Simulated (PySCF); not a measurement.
## Spin-rotation constants: SMILES C#CP1(=S)CC1, C₄H₅PS

Geometry:
| atom | x (Å) | y (Å) | z (Å) |
| --- | --- | --- | --- |
| C1 | 2.618 | -0.666 | -0.301 |
| C2 | 1.506 | -0.193 | -0.417 |
| P3 | -0.064 | 0.546 | -0.674 |
| S4 | -0.297 | 1.776 | -2.146 |
| C5 | -0.889 | 0.582 | 0.933 |
| C6 | -1.291 | -0.584 | 0.017 |
| H7 | 3.602 | -1.088 | -0.199 |
| H8 | -1.623 | 1.385 | 1.059 |
| H9 | -0.302 | 0.357 | 1.828 |
| H10 | -2.282 | -0.527 | -0.444 |
| H11 | -0.979 | -1.594 | 0.299 |

Method used: GIAO KT3/aug-pcSseg-1 magnetisability, rotational g tensor and spin-rotation constants, non-relativistic, gas phase (PySCF). Geometry: PBE0-D3(BJ)/def2-SVP.

(1) Give the nuclear spin-rotation constants along the inertial axes (H = +C I·J) beside the isotropic shieldings.

(2) How do the rotational constants and the g tensor change when H7, H8, H9, H10, H11 are replaced by deuterium?

Answers

(1) Rotational constants 2.9982, 2.1883, 1.4111 GHz. A star marks the isotopologue with that one atom substituted, in its own axes.
```tsv
atom	isotope	Caa (kHz)	Cbb (kHz)	Ccc (kHz)	mean (kHz)	σ (ppm)
P3	31P	1.750	3.259	2.269	2.426	464.4
H7	1H	-0.068	-0.133	-0.156	-0.119	28.6
H8	1H	-0.111	-0.167	-0.113	-0.130	29.7
H9	1H	-0.058	-0.215	-0.101	-0.125	29.5
H10	1H	-0.109	-0.167	-0.114	-0.130	29.7
H11	1H	-0.060	-0.214	-0.100	-0.125	29.5
C1	13C*	0.355	0.657	0.444	0.485	99.0
C2	13C*	0.290	0.539	0.512	0.447	107.4
S4	33S*	0.052	0.315	0.280	0.216	794.9
C5	13C*	0.314	0.318	0.294	0.309	161.1
```
For the geometry as given, no vibrational averaging.

(2) Constants 2.5912, 1.9968, 1.2836 GHz; g 0.0008, -0.0103, -0.0076, against 0.0024, -0.0120, -0.0081 before.
